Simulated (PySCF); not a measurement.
# BeH3O−, a complex of two parts: interaction energy

What interaction energy should one expect for `[BeH2]` with `[OH-]`?

Computed with PySCF 2.14.0; each step states its level. No surroundings beyond the atoms listed, unless a continuum is named. Atoms count from 0, parts from 1.

## Step 1: The system as given

5 atoms, charge -1, multiplicity 1; geometry: GFN2-xTB. Parts: 1 = atoms 0–2, `[BeH2]`, charge 0; 2 = atoms 3–4, `[OH-]`, charge -1.

## Step 2: Relaxing the molecule at PBE0-D3(BJ)/def2-TZVPD

The job: settings as JSON, then the geometry in Å.

```
{"job": {"xc": "PBE0", "basis": "def2-TZVPD", "d3": "d3bj", "grid": 3, "kind": "geom", "shake": 0.01}, "charge": -1, "multiplicity": 1, "parts": [{"atoms": "0-2", "charge": 0, "multiplicity": 1}, {"atoms": "3-4", "charge": -1, "multiplicity": 1}]}
Be     0.246094    -0.046623     0.474644
H      0.899794    -0.166618    -0.753870
H     -1.148162     0.183211     0.465497
O      1.025340    -0.094850     1.812755
H      1.924817    -0.250375     1.730495
```

Launch:

```console
> OMP_NUM_THREADS=1 python cluster_run.py task.json out
```

This one command runs all jobs of the session in turn.

The program printed:

```text
step   0  E = -91.75306656  max force = 0.052053
step   1  E = -91.75164546  max force = 0.019162
step   2  E = -91.75467745  max force = 0.009908
step   3  E = -91.75600572  max force = 0.001601
step   4  E = -91.75614443  max force = 0.000414
step   5  E = -91.75616000  max force = 0.000337
step   6  E = -91.75616248  max force = 0.000122
optimisation converged
```

Run time: 19 s. Hardware: 1 thread of Arm Neoverse N1, shared host; peak memory 0.42 GiB.

Relaxation path: (the energy doesn't fall at every step)

```csv
step,energy from step 0 (eV),largest force component (eV/Å)
0,0.0000,2.6767
1,0.0387,0.9854
2,-0.0438,0.5095
3,-0.0800,0.0823
4,-0.0838,0.0213
5,-0.0842,0.0173
6,-0.0842,0.0063
```

Distances of close pairs at the start and the end, largest changes first:

```csv
bond,before (Å),after (Å),change (Å)
Be0–H1,1.397,1.447,+0.050
O3–H4,0.917,0.957,+0.041
Be0–O3,1.549,1.527,-0.022
Be0–H2,1.413,1.430,+0.017
```

The final coordinates are the input of the step that follows.

```csv
at the end point,value
point group (found at 0.08 Å tolerance),Cs
"rotational constants (GHz, main isotopes)","127.6, 25.769, 21.439"
```

Contacts at the end point (a selection, picked against the atoms' radii; other short pairs can be missing):

```csv
atoms,distance (Å),kind (by distance and angle),angle (°)
Be0···O3,1.53,bonding distance,–
Be0···H4,2.05,inside the van der Waals sum,–
```

Against the parts relaxed at this level the binding energy is -85.80 kcal/mol, without counterpoise.

## Step 3: Coupled-cluster interaction energy: CCSD(T) and MP2, 1.53 Å

The job: settings as JSON, then the geometry in Å.

```
{"job": {"kind": "intercc", "basis": "aug-cc-pVDZ", "basis_mid": "aug-cc-pVTZ", "basis_large": "aug-cc-pVQZ"}, "charge": -1, "multiplicity": 1, "parts": [{"atoms": "0-2", "charge": 0, "multiplicity": 1}, {"atoms": "3-4", "charge": -1, "multiplicity": 1}]}
Be     0.466566     0.342725     0.797949
H      1.661502     0.847604     0.157293
H     -0.556345     1.201124     1.310906
O      0.306489    -1.170539     0.926339
H      1.069560    -1.597075     0.536490
```

With the program's defaults for keys left out, this is: CCSD(T)/aug-cc-pVDZ and MP2/aug-cc-pVTZ, aug-cc-pVQZ counterpoise interaction energy, frozen core, gas phase.

The program printed:

```text
part 1, own basis, geometry of the cluster
final grid: 21776 points
cycle   1  E = -15.7176812703  dE = -2.059e-01  |g| = 1.603e-01  |ddm| = 2.523e+00
cycle   2  E = -15.7357584417  dE = -1.808e-02  |g| = 4.887e-02  |ddm| = 5.090e-01
cycle   3  E = -15.7381499518  dE = -2.392e-03  |g| = 8.167e-03  |ddm| = 2.205e-01
cycle   4  E = -15.7382370140  dE = -8.706e-05  |g| = 1.517e-03  |ddm| = 4.359e-02
cycle   5  E = -15.7382395428  dE = -2.529e-06  |g| = 1.667e-04  |ddm| = 8.307e-03
cycle   6  E = -15.7382395649  dE = -2.218e-08  |g| = 1.603e-05  |ddm| = 8.801e-04
cycle   7  E = -15.7382395652  dE = -2.104e-10  |g| = 2.098e-06  |ddm| = 1.215e-04
converged SCF energy = -15.7382395652

part 2, own basis, geometry of the cluster
final grid: 16584 points
cycle   1  E = -75.2783388151  dE = -2.124e-01  |g| = 7.758e-01  |ddm| = 2.038e+00
cycle   2  E = -75.2968719679  dE = -1.853e-02  |g| = 7.937e-01  |ddm| = 1.444e+00
cycle   3  E = -75.4122574178  dE = -1.154e-01  |g| = 1.998e-02  |ddm| = 7.050e-01
cycle   4  E = -75.4123577760  dE = -1.004e-04  |g| = 8.519e-03  |ddm| = 2.987e-02
cycle   5  E = -75.4123735083  dE = -1.573e-05  |g| = 1.376e-03  |ddm| = 1.144e-02
cycle   6  E = -75.4123743762  dE = -8.679e-07  |g| = 2.776e-04  |ddm| = 3.143e-03
cycle   7  E = -75.4123744252  dE = -4.897e-08  |g| = 3.136e-05  |ddm| = 1.021e-03
cycle   8  E = -75.4123744260  dE = -8.227e-10  |g| = 6.175e-06  |ddm| = 1.614e-04
converged SCF energy = -75.4123744260

part 1, own basis, relaxed alone
final grid: 21776 points
cycle   1  E = -15.7556568414  dE = -1.973e-01  |g| = 1.535e-01  |ddm| = 2.679e+00
cycle   2  E = -15.7705661078  dE = -1.491e-02  |g| = 4.275e-02  |ddm| = 4.909e-01
cycle   3  E = -15.7719273559  dE = -1.361e-03  |g| = 2.800e-03  |ddm| = 1.945e-01
cycle   4  E = -15.7719336142  dE = -6.258e-06  |g| = 2.454e-04  |ddm| = 1.598e-02
cycle   5  E = -15.7719336555  dE = -4.132e-08  |g| = 2.423e-05  |ddm| = 2.085e-03
cycle   6  E = -15.7719336559  dE = -4.655e-10  |g| = 2.894e-06  |ddm| = 2.060e-04
converged SCF energy = -15.7719336559

part 2, own basis, relaxed alone
final grid: 16584 points
cycle   1  E = -75.2777384663  dE = -2.179e-01  |g| = 7.762e-01  |ddm| = 2.027e+00
cycle   2  E = -75.2954577557  dE = -1.772e-02  |g| = 7.969e-01  |ddm| = 1.445e+00
cycle   3  E = -75.4120484443  dE = -1.166e-01  |g| = 2.011e-02  |ddm| = 7.069e-01
cycle   4  E = -75.4121499649  dE = -1.015e-04  |g| = 8.531e-03  |ddm| = 3.017e-02
cycle   5  E = -75.4121658524  dE = -1.589e-05  |g| = 1.375e-03  |ddm| = 1.150e-02
cycle   6  E = -75.4121667379  dE = -8.855e-07  |g| = 3.086e-04  |ddm| = 3.150e-03
cycle   7  E = -75.4121667946  dE = -5.669e-08  |g| = 4.550e-05  |ddm| = 1.047e-03
cycle   8  E = -75.4121667965  dE = -1.855e-09  |g| = 1.381e-05  |ddm| = 1.862e-04
cycle   9  E = -75.4121667967  dE = -1.960e-10  |g| = 3.295e-06  |ddm| = 5.156e-05
converged SCF energy = -75.4121667967

cluster
final grid: 4008 points
cycle   1  E = -91.3104180400  dE = -9.595e-02  |g| = 1.219e-01  |ddm| = 2.152e+00
cycle   2  E = -91.3189077570  dE = -8.490e-03  |g| = 4.138e-02  |ddm| = 4.180e-01
cycle   3  E = -91.3201354855  dE = -1.228e-03  |g| = 9.372e-03  |ddm| = 1.647e-01
cycle   4  E = -91.3202075967  dE = -7.211e-05  |g| = 2.144e-03  |ddm| = 4.325e-02
cycle   5  E = -91.3202108267  dE = -3.230e-06  |g| = 8.503e-04  |ddm| = 1.237e-02
cycle   6  E = -91.3202110339  dE = -2.072e-07  |g| = 1.887e-04  |ddm| = 2.338e-03
cycle   7  E = -91.3202110556  dE = -2.166e-08  |g| = 3.337e-05  |ddm| = 1.029e-03
cycle   8  E = -91.3202110565  dE = -9.233e-10  |g| = 1.014e-05  |ddm| = 2.025e-04
converged SCF energy = -91.3202110565

part 1 in the basis of the cluster
final grid: 4008 points
cycle   1  E = -15.7383289502  dE = -1.004e-04  |g| = 2.279e-03  |ddm| = 3.344e-01
cycle   2  E = -15.7383302907  dE = -1.340e-06  |g| = 3.022e-04  |ddm| = 5.290e-02
cycle   3  E = -15.7383303342  dE = -4.351e-08  |g| = 3.475e-05  |ddm| = 1.116e-02
cycle   4  E = -15.7383303352  dE = -1.022e-09  |g| = 6.182e-06  |ddm| = 1.306e-03
cycle   5  E = -15.7383303352  dE = -4.463e-11  |g| = 1.093e-06  |ddm| = 5.743e-05
converged SCF energy = -15.7383303352

part 2 in the basis of the cluster
final grid: 4008 points
cycle   1  E = -75.4125350372  dE = -1.367e-04  |g| = 2.892e-03  |ddm| = 3.082e-01
cycle   2  E = -75.4125440107  dE = -8.973e-06  |g| = 8.281e-04  |ddm| = 4.890e-02
cycle   3  E = -75.4125453912  dE = -1.380e-06  |g| = 5.610e-04  |ddm| = 1.271e-02
cycle   4  E = -75.4125455348  dE = -1.437e-07  |g| = 1.284e-04  |ddm| = 1.856e-03
cycle   5  E = -75.4125455732  dE = -3.833e-08  |g| = 3.685e-05  |ddm| = 1.453e-03
cycle   6  E = -75.4125455746  dE = -1.440e-09  |g| = 6.341e-06  |ddm| = 2.619e-04
cycle   7  E = -75.4125455746  dE = -4.204e-11  |g| = 1.001e-06  |ddm| = 6.160e-05
converged SCF energy = -75.4125455746

Interaction energy (kcal/mol)
  counterpoise     -100.348
  uncorrected      -101.798
  dispersion part     0.000
  deformation        20.138
  binding           -80.209

Decomposition of the uncorrected value (kcal/mol)
  electrostatic    -130.056
  Pauli              89.995
  orbital           -66.355
  dispersion          0.000
  correlation         4.618

Charge of each part in the cluster: -0.132 -0.868
part 1, own basis, geometry of the cluster
final grid: 21776 points
cycle   1  E = -15.7185142061  dE = -2.065e-01  |g| = 1.633e-01  |ddm| = 2.631e+00
cycle   2  E = -15.7366893100  dE = -1.818e-02  |g| = 4.959e-02  |ddm| = 5.930e-01
cycle   3  E = -15.7391007183  dE = -2.411e-03  |g| = 8.321e-03  |ddm| = 2.542e-01
cycle   4  E = -15.7391900581  dE = -8.934e-05  |g| = 1.577e-03  |ddm| = 4.803e-02
cycle   5  E = -15.7391927145  dE = -2.656e-06  |g| = 1.863e-04  |ddm| = 8.950e-03
cycle   6  E = -15.7391927416  dE = -2.715e-08  |g| = 1.666e-05  |ddm| = 1.094e-03
cycle   7  E = -15.7391927419  dE = -2.114e-10  |g| = 2.170e-06  |ddm| = 1.063e-04
converged SCF energy = -15.7391927419

part 2, own basis, geometry of the cluster
final grid: 16584 points
cycle   1  E = -75.2822646076  dE = -2.120e-01  |g| = 7.786e-01  |ddm| = 2.161e+00
cycle   2  E = -75.2977575572  dE = -1.549e-02  |g| = 8.048e-01  |ddm| = 1.406e+00
cycle   3  E = -75.4170504668  dE = -1.193e-01  |g| = 2.083e-02  |ddm| = 7.017e-01
cycle   4  E = -75.4171590521  dE = -1.086e-04  |g| = 8.534e-03  |ddm| = 3.396e-02
cycle   5  E = -75.4171744819  dE = -1.543e-05  |g| = 1.406e-03  |ddm| = 1.138e-02
cycle   6  E = -75.4171753735  dE = -8.915e-07  |g| = 3.141e-04  |ddm| = 2.755e-03
cycle   7  E = -75.4171754337  dE = -6.025e-08  |g| = 3.876e-05  |ddm| = 9.984e-04
cycle   8  E = -75.4171754351  dE = -1.332e-09  |g| = 1.187e-05  |ddm| = 1.834e-04
cycle   9  E = -75.4171754352  dE = -1.409e-10  |g| = 3.048e-06  |ddm| = 6.425e-05
converged SCF energy = -75.4171754352

part 1, own basis, relaxed alone
final grid: 21776 points
cycle   1  E = -15.7566100253  dE = -1.980e-01  |g| = 1.549e-01  |ddm| = 2.848e+00
cycle   2  E = -15.7716269677  dE = -1.502e-02  |g| = 4.336e-02  |ddm| = 5.727e-01
cycle   3  E = -15.7730076755  dE = -1.381e-03  |g| = 2.828e-03  |ddm| = 2.411e-01
cycle   4  E = -15.7730138813  dE = -6.206e-06  |g| = 2.457e-04  |ddm| = 1.817e-02
cycle   5  E = -15.7730139232  dE = -4.190e-08  |g| = 2.670e-05  |ddm| = 2.173e-03
cycle   6  E = -15.7730139238  dE = -5.560e-10  |g| = 2.892e-06  |ddm| = 3.528e-04
converged SCF energy = -15.7730139238

part 2, own basis, relaxed alone
final grid: 16584 points
cycle   1  E = -75.2816462235  dE = -2.175e-01  |g| = 7.791e-01  |ddm| = 2.149e+00
cycle   2  E = -75.2962696849  dE = -1.462e-02  |g| = 8.081e-01  |ddm| = 1.407e+00
cycle   3  E = -75.4168240297  dE = -1.206e-01  |g| = 2.096e-02  |ddm| = 7.037e-01
cycle   4  E = -75.4169341170  dE = -1.101e-04  |g| = 8.554e-03  |ddm| = 3.421e-02
cycle   5  E = -75.4169497994  dE = -1.568e-05  |g| = 1.413e-03  |ddm| = 1.150e-02
cycle   6  E = -75.4169507358  dE = -9.364e-07  |g| = 3.535e-04  |ddm| = 2.798e-03
cycle   7  E = -75.4169508106  dE = -7.482e-08  |g| = 5.648e-05  |ddm| = 1.045e-03
cycle   8  E = -75.4169508137  dE = -3.051e-09  |g| = 1.894e-05  |ddm| = 2.204e-04
cycle   9  E = -75.4169508141  dE = -3.920e-10  |g| = 3.433e-06  |ddm| = 8.669e-05
converged SCF energy = -75.4169508141

cluster
final grid: 4008 points
cycle   1  E = -91.3166495712  dE = -9.601e-02  |g| = 1.234e-01  |ddm| = 2.180e+00
cycle   2  E = -91.3251982783  dE = -8.549e-03  |g| = 4.247e-02  |ddm| = 4.154e-01
cycle   3  E = -91.3264357972  dE = -1.238e-03  |g| = 9.853e-03  |ddm| = 1.663e-01
cycle   4  E = -91.3265154082  dE = -7.961e-05  |g| = 2.182e-03  |ddm| = 4.700e-02
cycle   5  E = -91.3265187719  dE = -3.364e-06  |g| = 6.756e-04  |ddm| = 1.250e-02
cycle   6  E = -91.3265189169  dE = -1.450e-07  |g| = 2.095e-04  |ddm| = 2.150e-03
cycle   7  E = -91.3265189378  dE = -2.094e-08  |g| = 3.452e-05  |ddm| = 1.114e-03
cycle   8  E = -91.3265189388  dE = -9.763e-10  |g| = 1.062e-05  |ddm| = 2.339e-04
converged SCF energy = -91.3265189388

part 1 in the basis of the cluster
final grid: 4008 points
cycle   1  E = -15.7391924933  dE = -9.124e-06  |g| = 6.014e-04  |ddm| = 1.535e-01
cycle   2  E = -15.7391925612  dE = -6.790e-08  |g| = 5.750e-05  |ddm| = 1.673e-02
cycle   3  E = -15.7391925625  dE = -1.363e-09  |g| = 6.039e-06  |ddm| = 2.564e-03
cycle   4  E = -15.7391925626  dE = -2.843e-11  |g| = 9.492e-07  |ddm| = 3.016e-04
converged SCF energy = -15.7391925626

part 2 in the basis of the cluster
final grid: 4008 points
cycle   1  E = -75.4172548773  dE = -5.452e-05  |g| = 1.687e-03  |ddm| = 2.654e-01
cycle   2  E = -75.4172590937  dE = -4.216e-06  |g| = 5.495e-04  |ddm| = 4.017e-02
cycle   3  E = -75.4172597669  dE = -6.732e-07  |g| = 3.997e-04  |ddm| = 1.104e-02
cycle   4  E = -75.4172598479  dE = -8.096e-08  |g| = 7.601e-05  |ddm| = 2.320e-03
cycle   5  E = -75.4172598609  dE = -1.299e-08  |g| = 2.354e-05  |ddm| = 1.080e-03
cycle   6  E = -75.4172598615  dE = -6.326e-10  |g| = 4.017e-06  |ddm| = 2.352e-04
converged SCF energy = -75.4172598615

Interaction energy (kcal/mol)
  counterpoise     -101.442
  uncorrected      -102.206
  dispersion part     0.000
  deformation        20.275
  binding           -81.167

Decomposition of the uncorrected value (kcal/mol)
  electrostatic    -129.400
  Pauli              89.079
  orbital           -66.441
  dispersion          0.000
  correlation         4.555

Charge of each part in the cluster: -0.132 -0.868
part 1 in the basis of the cluster: E(HF) = -15.735138185  E2 = -0.055041640  E(CCSD corr) = -0.073246140  (T) = -0.000635890
part 2 in the basis of the cluster: E(HF) = -75.396539291  E2 = -0.243098137  E(CCSD corr) = -0.241727409  (T) = -0.008594568
cluster: E(HF) = -91.294852425  E2 = -0.287045982  E(CCSD corr) = -0.307044246  (T) = -0.007843439

Counterpoise interaction energy (kcal/mol)
  hf_small                -102.394
  mp2_small                -95.432
  ccsd_small               -97.418
  ccsdt_small              -96.548
  hf_large                -106.718
  mp2_large               -101.442
  hf_middle               -106.259
  mp2_middle              -100.347
  scs_mp2_large           -100.893
  mp2_limit               -101.906
  ccsdt_less_mp2            -1.115
  ccsdt_limit_estimate    -103.022
  bsse_mp2_large             0.764
```

Run time: 31 s. Hardware: 1 thread of Arm Neoverse N1, shared host; peak memory 0.54 GiB.

Contacts at this geometry (a selection, picked against the atoms' radii; other short pairs can be missing):

```csv
atoms,distance (Å),kind (by distance and angle),angle (°)
Be0···O3,1.53,bonding distance,–
Be0···H4,2.05,inside the van der Waals sum,–
```

Differences are taken before rounding.

```csv
method,interaction energy (kcal/mol),"from CCSD(T), limit estimate (kcal/mol)"
HF/aug-cc-pVDZ,-102.39,+0.63
MP2/aug-cc-pVDZ,-95.43,+7.59
CCSD/aug-cc-pVDZ,-97.42,+5.60
CCSD(T)/aug-cc-pVDZ,-96.55,+6.47
HF/aug-cc-pVQZ,-106.72,-3.70
MP2/aug-cc-pVQZ,-101.44,+1.58
SCS-MP2/aug-cc-pVQZ,-100.89,+2.13
"MP2, extrapolated",-101.91,+1.12
"CCSD(T), limit estimate",-103.02,0
```

These energies keep the parts at their geometry in the cluster; deforming them to it costs 20.27 kcal/mol (MP2).

## Step 4: Coupled-cluster interaction energy: CCSD(T) and MP2, 1.60 Å

Settings changed since step 3:

```diff
@@ -4,3 +4,3 @@
 H     -0.556345     1.201124     1.310906
-O      0.306489    -1.170539     0.926339
-H      1.069560    -1.597075     0.536490
+O      0.298485    -1.246202     0.932758
+H      1.061556    -1.672738     0.542910
```

With the program's defaults for keys left out, this is: CCSD(T)/aug-cc-pVDZ and MP2/aug-cc-pVTZ, aug-cc-pVQZ counterpoise interaction energy, frozen core, gas phase.

The program printed:

```text
part 1, own basis, geometry of the cluster: E = -15.7382395652 (as before)

part 2, own basis, geometry of the cluster: E = -75.4123744260 (as before)

part 1, own basis, relaxed alone: E = -15.7719336559 (as before)

part 2, own basis, relaxed alone: E = -75.4121667967 (as before)

cluster
final grid: 4008 points
cycle   1  E = -91.3087119711  dE = -8.515e-02  |g| = 1.147e-01  |ddm| = 1.946e+00
cycle   2  E = -91.3166995146  dE = -7.988e-03  |g| = 4.154e-02  |ddm| = 3.825e-01
cycle   3  E = -91.3179229340  dE = -1.223e-03  |g| = 1.154e-02  |ddm| = 1.610e-01
cycle   4  E = -91.3179977734  dE = -7.484e-05  |g| = 5.540e-03  |ddm| = 3.811e-02
cycle   5  E = -91.3180067348  dE = -8.961e-06  |g| = 1.236e-03  |ddm| = 1.234e-02
cycle   6  E = -91.3180077557  dE = -1.021e-06  |g| = 2.068e-04  |ddm| = 6.481e-03
cycle   7  E = -91.3180077930  dE = -3.729e-08  |g| = 4.714e-05  |ddm| = 1.090e-03
cycle   8  E = -91.3180077950  dE = -2.063e-09  |g| = 1.348e-05  |ddm| = 2.621e-04
cycle   9  E = -91.3180077952  dE = -1.585e-10  |g| = 2.622e-06  |ddm| = 7.228e-05
converged SCF energy = -91.3180077952

part 1 in the basis of the cluster
final grid: 4008 points
cycle   1  E = -15.7383232018  dE = -9.439e-05  |g| = 2.164e-03  |ddm| = 3.161e-01
cycle   2  E = -15.7383244400  dE = -1.238e-06  |g| = 2.856e-04  |ddm| = 5.033e-02
cycle   3  E = -15.7383244796  dE = -3.955e-08  |g| = 3.260e-05  |ddm| = 1.055e-02
cycle   4  E = -15.7383244805  dE = -9.030e-10  |g| = 5.806e-06  |ddm| = 1.216e-03
converged SCF energy = -15.7383244805

part 2 in the basis of the cluster
final grid: 4008 points
cycle   1  E = -75.4125310502  dE = -1.330e-04  |g| = 2.843e-03  |ddm| = 3.028e-01
cycle   2  E = -75.4125398218  dE = -8.772e-06  |g| = 8.159e-04  |ddm| = 4.716e-02
cycle   3  E = -75.4125411698  dE = -1.348e-06  |g| = 5.528e-04  |ddm| = 1.210e-02
cycle   4  E = -75.4125413095  dE = -1.397e-07  |g| = 1.260e-04  |ddm| = 1.765e-03
cycle   5  E = -75.4125413464  dE = -3.691e-08  |g| = 3.595e-05  |ddm| = 1.376e-03
cycle   6  E = -75.4125413478  dE = -1.373e-09  |g| = 6.137e-06  |ddm| = 2.536e-04
cycle   7  E = -75.4125413478  dE = -3.868e-11  |g| = 9.773e-07  |ddm| = 5.929e-05
converged SCF energy = -75.4125413478

Interaction energy (kcal/mol)
  counterpoise      -99.844
  uncorrected      -101.193
  dispersion part     0.000
  deformation        20.138
  binding           -79.706

Decomposition of the uncorrected value (kcal/mol)
  electrostatic    -118.564
  Pauli              72.799
  orbital           -59.268
  dispersion          0.000
  correlation         3.841

Charge of each part in the cluster: -0.132 -0.868
part 1, own basis, geometry of the cluster: E = -15.7391927419 (as before)

part 2, own basis, geometry of the cluster: E = -75.4171754352 (as before)

part 1, own basis, relaxed alone: E = -15.7730139238 (as before)

part 2, own basis, relaxed alone: E = -75.4169508141 (as before)

cluster
final grid: 4008 points
cycle   1  E = -91.3147873554  dE = -8.526e-02  |g| = 1.159e-01  |ddm| = 1.930e+00
cycle   2  E = -91.3228378716  dE = -8.051e-03  |g| = 4.260e-02  |ddm| = 3.765e-01
cycle   3  E = -91.3240719894  dE = -1.234e-03  |g| = 1.203e-02  |ddm| = 1.611e-01
cycle   4  E = -91.3241542634  dE = -8.227e-05  |g| = 5.796e-03  |ddm| = 4.101e-02
cycle   5  E = -91.3241636545  dE = -9.391e-06  |g| = 1.291e-03  |ddm| = 1.238e-02
cycle   6  E = -91.3241647312  dE = -1.077e-06  |g| = 2.121e-04  |ddm| = 6.550e-03
cycle   7  E = -91.3241647701  dE = -3.889e-08  |g| = 4.863e-05  |ddm| = 1.253e-03
cycle   8  E = -91.3241647722  dE = -2.165e-09  |g| = 1.414e-05  |ddm| = 2.748e-04
cycle   9  E = -91.3241647724  dE = -1.710e-10  |g| = 2.801e-06  |ddm| = 8.053e-05
converged SCF energy = -91.3241647724

part 1 in the basis of the cluster
final grid: 4008 points
cycle   1  E = -15.7391920071  dE = -8.466e-06  |g| = 5.740e-04  |ddm| = 1.461e-01
cycle   2  E = -15.7391920711  dE = -6.395e-08  |g| = 5.544e-05  |ddm| = 1.599e-02
cycle   3  E = -15.7391920724  dE = -1.287e-09  |g| = 5.828e-06  |ddm| = 2.464e-03
cycle   4  E = -15.7391920724  dE = -2.650e-11  |g| = 9.073e-07  |ddm| = 2.885e-04
converged SCF energy = -15.7391920724

part 2 in the basis of the cluster
final grid: 4008 points
cycle   1  E = -75.4172524488  dE = -5.241e-05  |g| = 1.650e-03  |ddm| = 2.434e-01
cycle   2  E = -75.4172565854  dE = -4.137e-06  |g| = 5.431e-04  |ddm| = 3.743e-02
cycle   3  E = -75.4172572462  dE = -6.609e-07  |g| = 3.953e-04  |ddm| = 1.050e-02
cycle   4  E = -75.4172573252  dE = -7.895e-08  |g| = 7.359e-05  |ddm| = 2.234e-03
cycle   5  E = -75.4172573372  dE = -1.207e-08  |g| = 2.310e-05  |ddm| = 9.900e-04
cycle   6  E = -75.4172573379  dE = -6.094e-10  |g| = 3.922e-06  |ddm| = 2.238e-04
converged SCF energy = -75.4172573379

Interaction energy (kcal/mol)
  counterpoise     -100.719
  uncorrected      -101.426
  dispersion part     0.000
  deformation        20.275
  binding           -80.444

Decomposition of the uncorrected value (kcal/mol)
  electrostatic    -117.830
  Pauli              71.930
  orbital           -59.384
  dispersion          0.000
  correlation         3.858

Charge of each part in the cluster: -0.132 -0.868
part 1 in the basis of the cluster: E(HF) = -15.735121642  E2 = -0.054953682  E(CCSD corr) = -0.073156488  (T) = -0.000631838
part 2 in the basis of the cluster: E(HF) = -75.396556381  E2 = -0.243004120  E(CCSD corr) = -0.241645130  (T) = -0.008578837
cluster: E(HF) = -91.293950289  E2 = -0.288452342  E(CCSD corr) = -0.308162108  (T) = -0.008025070

Counterpoise interaction energy (kcal/mol)
  hf_small                -101.827
  mp2_small                -95.863
  ccsd_small               -97.661
  ccsdt_small              -96.917
  hf_large                -105.243
  mp2_large               -100.719
  hf_middle               -104.883
  mp2_middle               -99.844
  scs_mp2_large           -100.194
  mp2_limit               -101.094
  ccsdt_less_mp2            -1.054
  ccsdt_limit_estimate    -102.149
  bsse_mp2_large             0.707
```

It took 27 s on 1 thread of Arm Neoverse N1, shared host; peak memory 0.54 GiB.

Contacts at this geometry (a selection, picked against the atoms' radii; other short pairs can be missing):

```csv
atoms,distance (Å),kind (by distance and angle),angle (°)
Be0···O3,1.60,bonding distance,–
Be0···H4,2.12,inside the van der Waals sum,–
```

Differences are taken before rounding.

```csv
method,interaction energy (kcal/mol),"from CCSD(T), limit estimate (kcal/mol)"
HF/aug-cc-pVDZ,-101.83,+0.32
MP2/aug-cc-pVDZ,-95.86,+6.29
CCSD/aug-cc-pVDZ,-97.66,+4.49
CCSD(T)/aug-cc-pVDZ,-96.92,+5.23
HF/aug-cc-pVQZ,-105.24,-3.09
MP2/aug-cc-pVQZ,-100.72,+1.43
SCS-MP2/aug-cc-pVQZ,-100.19,+1.95
"MP2, extrapolated",-101.09,+1.05
"CCSD(T), limit estimate",-102.15,0
```

These energies keep the parts at their geometry in the cluster; deforming them to it costs 20.27 kcal/mol (MP2).

(Part 1 of 3 ends here.)
